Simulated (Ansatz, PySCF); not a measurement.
Dissociation curve of SMILES S. The S1–H3 bond (S1 also carries H; H3 carries nothing else) is pulled apart rigidly from the PBE0/def2-TZVP optimised geometry.

- UHF/cc-pVDZ (Ansatz, a quantum-chemistry and plane-wave program)
- RHF/cc-pVDZ (Ansatz)
- UKS-CAM-B3LYP = Ansatz with unrestricted CAM-B3LYP/cc-pVDZ
- RKS-CAM-B3LYP = restricted CAM-B3LYP/cc-pVDZ (Ansatz)
- UKS-B3LYP = unrestricted B3LYP/cc-pVDZ (Ansatz)
- RKS-B3LYP = Ansatz with restricted B3LYP/cc-pVDZ
- UKS-PBE = unrestricted PBE/cc-pVDZ (Ansatz)
- RKS-PBE = restricted PBE/cc-pVDZ in Ansatz
- UKS-B3LYP/6-31G* = unrestricted B3LYP/6-31G*, spherical d in PySCF 2.14.0
- RKS-B3LYP/6-31G* = restricted B3LYP/6-31G*, spherical d (PySCF)
- UKS-B3LYP/6-311+G** = PySCF with unrestricted B3LYP/6-311+G**, spherical d
- RKS-B3LYP/6-311+G** = PySCF with restricted B3LYP/6-311+G**, spherical d

Scanned distances (Å): 0.99, 1.08, 1.14, 1.20, 1.28, 1.30, 1.34, 1.37, 1.43, 1.47, 1.53, 1.65, 1.82, 2.02, 2.21, 2.41, 2.69, 2.94, 3.27, 3.61, 4.05, 4.69.

Problem. Where does the unrestricted solution first break spin symmetry (<S²> of 0.01 or more)?

Solution. UHF: between 1.65 and 1.82 Å; UKS-CAM-B3LYP: between 2.02 and 2.21 Å; UKS-B3LYP: between 2.02 and 2.21 Å; UKS-PBE: between 2.21 and 2.41 Å; UKS-B3LYP/6-31G*: between 2.02 and 2.21 Å; UKS-B3LYP/6-311+G**: between 2.02 and 2.21 Å.

```json
[
 {"R / Å": "0.99", "<S²> UHF": "0.00", "E(RHF) − E(UHF) / kcal/mol": "0.0", "<S²> UKS-CAM-B3LYP": "0.00", "E(RKS-CAM-B3LYP) − E(UKS-CAM-B3LYP) / kcal/mol": "0.0", "<S²> UKS-B3LYP": "0.00", "E(RKS-B3LYP) − E(UKS-B3LYP) / kcal/mol": "0.0", "<S²> UKS-PBE": "0.00", "E(RKS-PBE) − E(UKS-PBE) / kcal/mol": "0.0", "<S²> UKS-B3LYP/6-31G*": "0.00", "E(RKS-B3LYP/6-31G*) − E(UKS-B3LYP/6-31G*) / kcal/mol": "0.0", "<S²> UKS-B3LYP/6-311+G**": "0.00", "E(RKS-B3LYP/6-311+G**) − E(UKS-B3LYP/6-311+G**) / kcal/mol": "0.0"},
 {"R / Å": "1.08", "<S²> UHF": "0.00", "E(RHF) − E(UHF) / kcal/mol": "0.0", "<S²> UKS-CAM-B3LYP": "0.00", "E(RKS-CAM-B3LYP) − E(UKS-CAM-B3LYP) / kcal/mol": "0.0", "<S²> UKS-B3LYP": "0.00", "E(RKS-B3LYP) − E(UKS-B3LYP) / kcal/mol": "0.0", "<S²> UKS-PBE": "0.00", "E(RKS-PBE) − E(UKS-PBE) / kcal/mol": "0.0", "<S²> UKS-B3LYP/6-31G*": "0.00", "E(RKS-B3LYP/6-31G*) − E(UKS-B3LYP/6-31G*) / kcal/mol": "0.0", "<S²> UKS-B3LYP/6-311+G**": "0.00", "E(RKS-B3LYP/6-311+G**) − E(UKS-B3LYP/6-311+G**) / kcal/mol": "0.0"},
 {"R / Å": "1.14", "<S²> UHF": "0.00", "E(RHF) − E(UHF) / kcal/mol": "0.0", "<S²> UKS-CAM-B3LYP": "0.00", "E(RKS-CAM-B3LYP) − E(UKS-CAM-B3LYP) / kcal/mol": "0.0", "<S²> UKS-B3LYP": "0.00", "E(RKS-B3LYP) − E(UKS-B3LYP) / kcal/mol": "0.0", "<S²> UKS-PBE": "0.00", "E(RKS-PBE) − E(UKS-PBE) / kcal/mol": "0.0", "<S²> UKS-B3LYP/6-31G*": "0.00", "E(RKS-B3LYP/6-31G*) − E(UKS-B3LYP/6-31G*) / kcal/mol": "0.0", "<S²> UKS-B3LYP/6-311+G**": "0.00", "E(RKS-B3LYP/6-311+G**) − E(UKS-B3LYP/6-311+G**) / kcal/mol": "0.0"},
 {"R / Å": "1.20", "<S²> UHF": "0.00", "E(RHF) − E(UHF) / kcal/mol": "0.0", "<S²> UKS-CAM-B3LYP": "0.00", "E(RKS-CAM-B3LYP) − E(UKS-CAM-B3LYP) / kcal/mol": "0.0", "<S²> UKS-B3LYP": "0.00", "E(RKS-B3LYP) − E(UKS-B3LYP) / kcal/mol": "0.0", "<S²> UKS-PBE": "0.00", "E(RKS-PBE) − E(UKS-PBE) / kcal/mol": "0.0", "<S²> UKS-B3LYP/6-31G*": "0.00", "E(RKS-B3LYP/6-31G*) − E(UKS-B3LYP/6-31G*) / kcal/mol": "0.0", "<S²> UKS-B3LYP/6-311+G**": "0.00", "E(RKS-B3LYP/6-311+G**) − E(UKS-B3LYP/6-311+G**) / kcal/mol": "0.0"},
 {"R / Å": "1.28", "<S²> UHF": "0.00", "E(RHF) − E(UHF) / kcal/mol": "0.0", "<S²> UKS-CAM-B3LYP": "0.00", "E(RKS-CAM-B3LYP) − E(UKS-CAM-B3LYP) / kcal/mol": "0.0", "<S²> UKS-B3LYP": "0.00", "E(RKS-B3LYP) − E(UKS-B3LYP) / kcal/mol": "0.0", "<S²> UKS-PBE": "0.00", "E(RKS-PBE) − E(UKS-PBE) / kcal/mol": "0.0", "<S²> UKS-B3LYP/6-31G*": "0.00", "E(RKS-B3LYP/6-31G*) − E(UKS-B3LYP/6-31G*) / kcal/mol": "0.0", "<S²> UKS-B3LYP/6-311+G**": "0.00", "E(RKS-B3LYP/6-311+G**) − E(UKS-B3LYP/6-311+G**) / kcal/mol": "0.0"},
 {"R / Å": "1.30", "<S²> UHF": "0.00", "E(RHF) − E(UHF) / kcal/mol": "0.0", "<S²> UKS-CAM-B3LYP": "0.00", "E(RKS-CAM-B3LYP) − E(UKS-CAM-B3LYP) / kcal/mol": "0.0", "<S²> UKS-B3LYP": "0.00", "E(RKS-B3LYP) − E(UKS-B3LYP) / kcal/mol": "0.0", "<S²> UKS-PBE": "0.00", "E(RKS-PBE) − E(UKS-PBE) / kcal/mol": "0.0", "<S²> UKS-B3LYP/6-31G*": "0.00", "E(RKS-B3LYP/6-31G*) − E(UKS-B3LYP/6-31G*) / kcal/mol": "0.0", "<S²> UKS-B3LYP/6-311+G**": "0.00", "E(RKS-B3LYP/6-311+G**) − E(UKS-B3LYP/6-311+G**) / kcal/mol": "0.0"},
 {"R / Å": "1.34", "<S²> UHF": "0.00", "E(RHF) − E(UHF) / kcal/mol": "0.0", "<S²> UKS-CAM-B3LYP": "0.00", "E(RKS-CAM-B3LYP) − E(UKS-CAM-B3LYP) / kcal/mol": "0.0", "<S²> UKS-B3LYP": "0.00", "E(RKS-B3LYP) − E(UKS-B3LYP) / kcal/mol": "0.0", "<S²> UKS-PBE": "0.00", "E(RKS-PBE) − E(UKS-PBE) / kcal/mol": "0.0", "<S²> UKS-B3LYP/6-31G*": "0.00", "E(RKS-B3LYP/6-31G*) − E(UKS-B3LYP/6-31G*) / kcal/mol": "0.0", "<S²> UKS-B3LYP/6-311+G**": "0.00", "E(RKS-B3LYP/6-311+G**) − E(UKS-B3LYP/6-311+G**) / kcal/mol": "0.0"},
 {"R / Å": "1.37", "<S²> UHF": "0.00", "E(RHF) − E(UHF) / kcal/mol": "0.0", "<S²> UKS-CAM-B3LYP": "0.00", "E(RKS-CAM-B3LYP) − E(UKS-CAM-B3LYP) / kcal/mol": "0.0", "<S²> UKS-B3LYP": "0.00", "E(RKS-B3LYP) − E(UKS-B3LYP) / kcal/mol": "0.0", "<S²> UKS-PBE": "0.00", "E(RKS-PBE) − E(UKS-PBE) / kcal/mol": "0.0", "<S²> UKS-B3LYP/6-31G*": "0.00", "E(RKS-B3LYP/6-31G*) − E(UKS-B3LYP/6-31G*) / kcal/mol": "0.0", "<S²> UKS-B3LYP/6-311+G**": "0.00", "E(RKS-B3LYP/6-311+G**) − E(UKS-B3LYP/6-311+G**) / kcal/mol": "0.0"},
 {"R / Å": "1.43", "<S²> UHF": "0.00", "E(RHF) − E(UHF) / kcal/mol": "0.0", "<S²> UKS-CAM-B3LYP": "0.00", "E(RKS-CAM-B3LYP) − E(UKS-CAM-B3LYP) / kcal/mol": "0.0", "<S²> UKS-B3LYP": "0.00", "E(RKS-B3LYP) − E(UKS-B3LYP) / kcal/mol": "0.0", "<S²> UKS-PBE": "0.00", "E(RKS-PBE) − E(UKS-PBE) / kcal/mol": "0.0", "<S²> UKS-B3LYP/6-31G*": "0.00", "E(RKS-B3LYP/6-31G*) − E(UKS-B3LYP/6-31G*) / kcal/mol": "0.0", "<S²> UKS-B3LYP/6-311+G**": "0.00", "E(RKS-B3LYP/6-311+G**) − E(UKS-B3LYP/6-311+G**) / kcal/mol": "0.0"},
 {"R / Å": "1.47", "<S²> UHF": "0.00", "E(RHF) − E(UHF) / kcal/mol": "0.0", "<S²> UKS-CAM-B3LYP": "0.00", "E(RKS-CAM-B3LYP) − E(UKS-CAM-B3LYP) / kcal/mol": "0.0", "<S²> UKS-B3LYP": "0.00", "E(RKS-B3LYP) − E(UKS-B3LYP) / kcal/mol": "0.0", "<S²> UKS-PBE": "0.00", "E(RKS-PBE) − E(UKS-PBE) / kcal/mol": "0.0", "<S²> UKS-B3LYP/6-31G*": "0.00", "E(RKS-B3LYP/6-31G*) − E(UKS-B3LYP/6-31G*) / kcal/mol": "0.0", "<S²> UKS-B3LYP/6-311+G**": "0.00", "E(RKS-B3LYP/6-311+G**) − E(UKS-B3LYP/6-311+G**) / kcal/mol": "0.0"},
 {"R / Å": "1.53", "<S²> UHF": "0.00", "E(RHF) − E(UHF) / kcal/mol": "0.0", "<S²> UKS-CAM-B3LYP": "0.00", "E(RKS-CAM-B3LYP) − E(UKS-CAM-B3LYP) / kcal/mol": "0.0", "<S²> UKS-B3LYP": "0.00", "E(RKS-B3LYP) − E(UKS-B3LYP) / kcal/mol": "0.0", "<S²> UKS-PBE": "0.00", "E(RKS-PBE) − E(UKS-PBE) / kcal/mol": "0.0", "<S²> UKS-B3LYP/6-31G*": "0.00", "E(RKS-B3LYP/6-31G*) − E(UKS-B3LYP/6-31G*) / kcal/mol": "0.0", "<S²> UKS-B3LYP/6-311+G**": "0.00", "E(RKS-B3LYP/6-311+G**) − E(UKS-B3LYP/6-311+G**) / kcal/mol": "0.0"},
 {"R / Å": "1.65", "<S²> UHF": "0.00", "E(RHF) − E(UHF) / kcal/mol": "0.0", "<S²> UKS-CAM-B3LYP": "0.00", "E(RKS-CAM-B3LYP) − E(UKS-CAM-B3LYP) / kcal/mol": "0.0", "<S²> UKS-B3LYP": "0.00", "E(RKS-B3LYP) − E(UKS-B3LYP) / kcal/mol": "0.0", "<S²> UKS-PBE": "0.00", "E(RKS-PBE) − E(UKS-PBE) / kcal/mol": "0.0", "<S²> UKS-B3LYP/6-31G*": "0.00", "E(RKS-B3LYP/6-31G*) − E(UKS-B3LYP/6-31G*) / kcal/mol": "0.0", "<S²> UKS-B3LYP/6-311+G**": "0.00", "E(RKS-B3LYP/6-311+G**) − E(UKS-B3LYP/6-311+G**) / kcal/mol": "0.0"},
 {"R / Å": "1.82", "<S²> UHF": "0.08", "E(RHF) − E(UHF) / kcal/mol": "0.1", "<S²> UKS-CAM-B3LYP": "0.00", "E(RKS-CAM-B3LYP) − E(UKS-CAM-B3LYP) / kcal/mol": "0.0", "<S²> UKS-B3LYP": "0.00", "E(RKS-B3LYP) − E(UKS-B3LYP) / kcal/mol": "0.0", "<S²> UKS-PBE": "0.00", "E(RKS-PBE) − E(UKS-PBE) / kcal/mol": "0.0", "<S²> UKS-B3LYP/6-31G*": "0.00", "E(RKS-B3LYP/6-31G*) − E(UKS-B3LYP/6-31G*) / kcal/mol": "0.0", "<S²> UKS-B3LYP/6-311+G**": "0.00", "E(RKS-B3LYP/6-311+G**) − E(UKS-B3LYP/6-311+G**) / kcal/mol": "0.0"},
 {"R / Å": "2.02", "<S²> UHF": "0.52", "E(RHF) − E(UHF) / kcal/mol": "7.8", "<S²> UKS-CAM-B3LYP": "0.00", "E(RKS-CAM-B3LYP) − E(UKS-CAM-B3LYP) / kcal/mol": "0.0", "<S²> UKS-B3LYP": "0.00", "E(RKS-B3LYP) − E(UKS-B3LYP) / kcal/mol": "0.0", "<S²> UKS-PBE": "0.00", "E(RKS-PBE) − E(UKS-PBE) / kcal/mol": "0.0", "<S²> UKS-B3LYP/6-31G*": "0.00", "E(RKS-B3LYP/6-31G*) − E(UKS-B3LYP/6-31G*) / kcal/mol": "0.0", "<S²> UKS-B3LYP/6-311+G**": "0.00", "E(RKS-B3LYP/6-311+G**) − E(UKS-B3LYP/6-311+G**) / kcal/mol": "0.0"},
 {"R / Å": "2.21", "<S²> UHF": "0.74", "E(RHF) − E(UHF) / kcal/mol": "20.6", "<S²> UKS-CAM-B3LYP": "0.31", "E(RKS-CAM-B3LYP) − E(UKS-CAM-B3LYP) / kcal/mol": "1.8", "<S²> UKS-B3LYP": "0.13", "E(RKS-B3LYP) − E(UKS-B3LYP) / kcal/mol": "0.3", "<S²> UKS-PBE": "0.00", "E(RKS-PBE) − E(UKS-PBE) / kcal/mol": "0.0", "<S²> UKS-B3LYP/6-31G*": "0.14", "E(RKS-B3LYP/6-31G*) − E(UKS-B3LYP/6-31G*) / kcal/mol": "0.3", "<S²> UKS-B3LYP/6-311+G**": "0.13", "E(RKS-B3LYP/6-311+G**) − E(UKS-B3LYP/6-311+G**) / kcal/mol": "0.3"},
 {"R / Å": "2.41", "<S²> UHF": "0.86", "E(RHF) − E(UHF) / kcal/mol": "35.5", "<S²> UKS-CAM-B3LYP": "0.59", "E(RKS-CAM-B3LYP) − E(UKS-CAM-B3LYP) / kcal/mol": "8.0", "<S²> UKS-B3LYP": "0.46", "E(RKS-B3LYP) − E(UKS-B3LYP) / kcal/mol": "3.7", "<S²> UKS-PBE": "0.27", "E(RKS-PBE) − E(UKS-PBE) / kcal/mol": "0.6", "<S²> UKS-B3LYP/6-31G*": "0.47", "E(RKS-B3LYP/6-31G*) − E(UKS-B3LYP/6-31G*) / kcal/mol": "3.8", "<S²> UKS-B3LYP/6-311+G**": "0.46", "E(RKS-B3LYP/6-311+G**) − E(UKS-B3LYP/6-311+G**) / kcal/mol": "3.7"},
 {"R / Å": "2.69", "<S²> UHF": "0.94", "E(RHF) − E(UHF) / kcal/mol": "55.4", "<S²> UKS-CAM-B3LYP": "0.82", "E(RKS-CAM-B3LYP) − E(UKS-CAM-B3LYP) / kcal/mol": "19.6", "<S²> UKS-B3LYP": "0.75", "E(RKS-B3LYP) − E(UKS-B3LYP) / kcal/mol": "11.9", "<S²> UKS-PBE": "0.70", "E(RKS-PBE) − E(UKS-PBE) / kcal/mol": "6.4", "<S²> UKS-B3LYP/6-31G*": "0.75", "E(RKS-B3LYP/6-31G*) − E(UKS-B3LYP/6-31G*) / kcal/mol": "12.1", "<S²> UKS-B3LYP/6-311+G**": "0.75", "E(RKS-B3LYP/6-311+G**) − E(UKS-B3LYP/6-311+G**) / kcal/mol": "11.7"},
 {"R / Å": "2.94", "<S²> UHF": "0.98", "E(RHF) − E(UHF) / kcal/mol": "70.8", "<S²> UKS-CAM-B3LYP": "0.91", "E(RKS-CAM-B3LYP) − E(UKS-CAM-B3LYP) / kcal/mol": "29.9", "<S²> UKS-B3LYP": "0.88", "E(RKS-B3LYP) − E(UKS-B3LYP) / kcal/mol": "19.8", "<S²> UKS-PBE": "0.85", "E(RKS-PBE) − E(UKS-PBE) / kcal/mol": "13.0", "<S²> UKS-B3LYP/6-31G*": "0.88", "E(RKS-B3LYP/6-31G*) − E(UKS-B3LYP/6-31G*) / kcal/mol": "20.1", "<S²> UKS-B3LYP/6-311+G**": "0.88", "E(RKS-B3LYP/6-311+G**) − E(UKS-B3LYP/6-311+G**) / kcal/mol": "19.4"},
 {"R / Å": "3.27", "<S²> UHF": "1.00", "E(RHF) − E(UHF) / kcal/mol": "87.7", "<S²> UKS-CAM-B3LYP": "0.97", "E(RKS-CAM-B3LYP) − E(UKS-CAM-B3LYP) / kcal/mol": "41.8", "<S²> UKS-B3LYP": "0.95", "E(RKS-B3LYP) − E(UKS-B3LYP) / kcal/mol": "28.8", "<S²> UKS-PBE": "0.94", "E(RKS-PBE) − E(UKS-PBE) / kcal/mol": "20.5", "<S²> UKS-B3LYP/6-31G*": "0.95", "E(RKS-B3LYP/6-31G*) − E(UKS-B3LYP/6-31G*) / kcal/mol": "29.2", "<S²> UKS-B3LYP/6-311+G**": "0.95", "E(RKS-B3LYP/6-311+G**) − E(UKS-B3LYP/6-311+G**) / kcal/mol": "28.2"},
 {"R / Å": "3.61", "<S²> UHF": "1.00", "E(RHF) − E(UHF) / kcal/mol": "101.4", "<S²> UKS-CAM-B3LYP": "0.99", "E(RKS-CAM-B3LYP) − E(UKS-CAM-B3LYP) / kcal/mol": "51.6", "<S²> UKS-B3LYP": "0.98", "E(RKS-B3LYP) − E(UKS-B3LYP) / kcal/mol": "35.9", "<S²> UKS-PBE": "0.98", "E(RKS-PBE) − E(UKS-PBE) / kcal/mol": "26.3", "<S²> UKS-B3LYP/6-31G*": "0.98", "E(RKS-B3LYP/6-31G*) − E(UKS-B3LYP/6-31G*) / kcal/mol": "36.4", "<S²> UKS-B3LYP/6-311+G**": "0.98", "E(RKS-B3LYP/6-311+G**) − E(UKS-B3LYP/6-311+G**) / kcal/mol": "35.1"},
 {"R / Å": "4.05", "<S²> UHF": "1.01", "E(RHF) − E(UHF) / kcal/mol": "114.4", "<S²> UKS-CAM-B3LYP": "1.00", "E(RKS-CAM-B3LYP) − E(UKS-CAM-B3LYP) / kcal/mol": "60.8", "<S²> UKS-B3LYP": "1.00", "E(RKS-B3LYP) − E(UKS-B3LYP) / kcal/mol": "42.3", "<S²> UKS-PBE": "1.00", "E(RKS-PBE) − E(UKS-PBE) / kcal/mol": "31.2", "<S²> UKS-B3LYP/6-31G*": "1.00", "E(RKS-B3LYP/6-31G*) − E(UKS-B3LYP/6-31G*) / kcal/mol": "42.8", "<S²> UKS-B3LYP/6-311+G**": "1.00", "E(RKS-B3LYP/6-311+G**) − E(UKS-B3LYP/6-311+G**) / kcal/mol": "41.2"},
 {"R / Å": "4.69", "<S²> UHF": "1.01", "E(RHF) − E(UHF) / kcal/mol": "126.5", "<S²> UKS-CAM-B3LYP": "1.00", "E(RKS-CAM-B3LYP) − E(UKS-CAM-B3LYP) / kcal/mol": "69.3", "<S²> UKS-B3LYP": "1.00", "E(RKS-B3LYP) − E(UKS-B3LYP) / kcal/mol": "47.6", "<S²> UKS-PBE": "1.00", "E(RKS-PBE) − E(UKS-PBE) / kcal/mol": "35.0", "<S²> UKS-B3LYP/6-31G*": "1.00", "E(RKS-B3LYP/6-31G*) − E(UKS-B3LYP/6-31G*) / kcal/mol": "48.1", "<S²> UKS-B3LYP/6-311+G**": "1.00", "E(RKS-B3LYP/6-311+G**) − E(UKS-B3LYP/6-311+G**) / kcal/mol": "46.3"}
]
```
